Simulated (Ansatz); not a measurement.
Ansatz (a quantum-chemistry and plane-wave program) input (HF/STO-3G):

Ansatz 0.2 input:
```yaml
crystal:
  periodic: [false, false, false]
  atoms:
    - {symbol: C, position_ang: [0.00120855, 0.02708658, 0.35198259]}
    - {symbol: H, position_ang: [0.00587364, -0.08304392, 1.45078206]}
    - {symbol: C, position_ang: [-0.00664579, 1.48103266, 0.03757694]}
    - {symbol: H, position_ang: [-0.93626071, 2.03281437, -0.01005973]}
    - {symbol: H, position_ang: [0.91748488, 2.04131070, -0.01707847]}
    - {symbol: C, position_ang: [1.26857642, -0.66006722, -0.16919792]}
    - {symbol: H, position_ang: [1.30800293, -0.61547010, -1.26008847]}
    - {symbol: H, position_ang: [2.16712783, -0.17716068, 0.21971490]}
    - {symbol: H, position_ang: [1.29371115, -1.71022549, 0.12827181]}
    - {symbol: C, position_ang: [-1.26371755, -0.67167357, -0.15961002]}
    - {symbol: H, position_ang: [-1.31181055, -0.62747758, -1.25016920]}
    - {symbol: H, position_ang: [-1.27697189, -1.72200779, 0.13800506]}
    - {symbol: H, position_ang: [-2.16368700, -0.19701026, 0.23611246]}
basis:
  gaussian:
    orbitals: STO-3G
hamiltonian:
  xc: {name: HF}
magnetization: {spin_polarized: true, initial_magnetization: 1}
relax: {f_tol: 0.003, max_steps: 120}
```

Problem. What final total energy does it give?

Solution. -154.82270 Eh.
